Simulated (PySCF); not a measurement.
Isomers of C4H3N. Theory: PBE0-D3(BJ)/def2-SVP geometry optimisation, gas phase (PySCF 2.14.0). One conformer each; no zero-point energy, no entropy. No frequencies were run at this level. Point groups hold within 0.08 Å.

Question: Order them by energy at this level, lowest first, and give relative energies in kJ/mol.
A. `C#C[C@@H]1C=N1`
B. `N#CC1C=C1`

Answer: B (0.0), A (113.2).

As drawn, the lower has a C≡N group and a C=C bond outside aromatic rings, which the higher lacks; the higher has a C≡C bond and a C=N bond, which the lower lacks.

```
        SMILES      E (Eh)  E rel (kJ/mol)  dipole (D)  point group      A, B, C (MHz)
     N#CC1C=C1  -208.46628             0.0        4.35           Cs  20108, 3523, 3397
C#C[C@@H]1C=N1  -208.42317           113.2        2.11           C1  22576, 3426, 3373
```

Question: How do the relative energies change in single points at B97-2/pcSseg-2 (no added dispersion term) on the same geometries?

Answer: 
```tsv
SMILES	PBE0-D3(BJ)/def2-SVP (kJ/mol)	B97-2/pcSseg-2 (kJ/mol)	shift
N#CC1C=C1	0.0	0.0	0.0
C#C[C@@H]1C=N1	113.2	107.3	-5.9
```

Each column counts from its own lowest isomer. The order is unchanged; the largest shift is 5.9 kJ/mol.
